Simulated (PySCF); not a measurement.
Molfile (atoms numbered from 1):
```
C5H6O
     RDKit          3D

 12 11  0  0  0  0  0  0  0  0999 V2000
   -2.2522   -0.3741    0.8864 C   0  0  0  0  0  0  0  0  0  0  0  0
   -1.3573    0.1246    0.0201 C   0  0  0  0  0  0  0  0  0  0  0  0
    0.0688   -0.0911    0.1370 C   0  0  0  0  0  0  0  0  0  0  0  0
    0.9957    0.3881   -0.7177 C   0  0  0  0  0  0  0  0  0  0  0  0
    2.4210    0.1114   -0.5272 C   0  0  0  0  0  0  0  0  0  0  0  0
    3.2972    0.4954   -1.2631 O   0  0  0  0  0  0  0  0  0  0  0  0
   -1.9366   -0.9814    1.7405 H   0  0  0  0  0  0  0  0  0  0  0  0
   -3.3232   -0.1939    0.7698 H   0  0  0  0  0  0  0  0  0  0  0  0
   -1.6986    0.7287   -0.8281 H   0  0  0  0  0  0  0  0  0  0  0  0
    0.4094   -0.6961    0.9883 H   0  0  0  0  0  0  0  0  0  0  0  0
    0.7219    0.9966   -1.5859 H   0  0  0  0  0  0  0  0  0  0  0  0
    2.6538   -0.5082    0.3801 H   0  0  0  0  0  0  0  0  0  0  0  0
  1  2  2  0
  2  3  1  0
  3  4  2  0
  4  5  1  0
  5  6  2  0
  1  7  1  0
  1  8  1  0
  2  9  1  0
  3 10  1  0
  4 11  1  0
  5 12  1  0
M  END
```

- PBE0/pcSseg-1 with gauge-including orbitals
- J couplings at B3LYP/pcJ-1 (without the spin–dipole term)
- structure optimised with PBE0-D3(BJ)/def2-SVP
- program: PySCF
- single conformer, relativity neglected, no solvent

**Question.** Predict the 2D correlation tables (HSQC, COSY, HMBC).

**Answer.** 

HSQC (one-bond C–H):
```
        δH          δC  ¹J(C,H) (Hz)
9.56 (H12)  194.7 (C5)           173
 6.80 (H9)  144.4 (C2)           164
6.78 (H10)  158.5 (C3)           158
6.11 (H11)  140.0 (C4)           168
 5.99 (H7)  136.2 (C1)           167
 5.90 (H8)  136.2 (C1)           172
```

COSY cross peaks (|J| ≥ 2 Hz):
```
        δH          δH  abs. J (Hz)  bonds
9.56 (H12)  6.11 (H11)          8.3      3
 6.80 (H9)  6.78 (H10)         12.2      3
 6.80 (H9)   5.99 (H7)         18.2      3
 6.80 (H9)   5.90 (H8)         11.3      3
6.78 (H10)  6.11 (H11)         16.6      3
```

HMBC (two and three bonds, |J| ≥ 2.5 Hz):
```
        δH                                     δC [abs. J in Hz]
9.56 (H12)                                     140.0 (C4) [31.1]
 6.80 (H9)                    158.5 (C3) [5.2], 140.0 (C4) [4.2]
6.78 (H10)  194.7 (C5) [9.7], 144.4 (C2) [3.8], 136.2 (C1) [6.0]
6.11 (H11)                                      144.4 (C2) [8.2]
 5.99 (H7)                                     158.5 (C3) [10.0]
 5.90 (H8)                                     158.5 (C3) [14.6]
```

Referencing at the same level of theory: ¹H (σ = 31.27 ppm), ¹³C (σ = 184.41 ppm) against TMS.

Short H···H contacts in this conformer between protons four or more bonds apart (candidates for NOE cross peaks, intensity ∝ r⁻⁶): H10···H12 2.33 Å, H7···H10 2.48 Å, H9···H11 2.55 Å.

Unscaled 3J(H,H) at this level run about 10 % above measured values. Shifts are as computed. Against solution values, carbons near 30 ppm lie about +2 ppm off and those near 130 ppm about +5 ppm. Of 1211 compounds with measured shifts, 218 miss one by over three times the rms of a fit or turn the order of signals round; such compounds aren't used in these exercises.
